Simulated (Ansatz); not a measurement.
# SiPN+ (doublet): wave-function methods side by side, def2-QZVPP

The task here is to estimate one member of a computed series from the others.

Program: Ansatz 0.2.0, Gaussian basis. Level of theory: def2-QZVPP, core rule «outside noble gas», up to 11 orbitals frozen. These are calculated values, not measurements.

The runs, in order: UHF; ROHF; CCSD(T) on UHF.

2 further runs of the same task are left out: 2 set aside as unsound or not needed.

### The geometry

The geometry is a PBE0/def2-TZVP stationary point (not a proven minimum) of the parent state, kept for this charge and spin.

3 atoms, charge 1, spin multiplicity 2.

Atoms are counted from 1 here; the program's logs count them from 0.

Bond lengths: P1–N2 1.590 Å, N2–Si3 1.609 Å. Angles: P1–N2–Si3 180.0°.

The first run:

File in.yaml:

```yaml
crystal:
  periodic: [false, false, false]
  atoms:
    - {symbol: P, position_ang: [0.000000, 0.000000, -1.596600]}
    - {symbol: N, position_ang: [0.000000, 0.000000, -0.006400]}
    - {symbol: Si, position_ang: [0.000000, 0.000000, 1.603000]}
basis:
  gaussian: {orbitals: "def2-QZVPP.json"}
total_charge: 1
magnetization: {spin_polarized: true, initial_magnetization: 1}
hamiltonian: {xc: hf}
output: {orbitals: {seedname: orbitals}}
```

Started as:

```console
$ ansatz run in.yaml --threads 1 --pin off --events-out ev --progress --plain --max-ram 2393MiB
```

Among the steps run: UHF; ROHF; CCSD(T) on UHF.

One of the session's tables, all rows but one given; the rest of the session is left out.

```
  method  from UCCSD(T) (meV)
    ROHF                    ?
     UHF             +12109.7
    UMP2              +1212.4
   UCCSD               +685.7
UCCSD(T)                    0
```

Q: Estimate the row for ROHF from the others.

The run gave: from UCCSD(T) (meV): +12281.2. In the column «from UCCSD(T) (meV)» it is the highest.
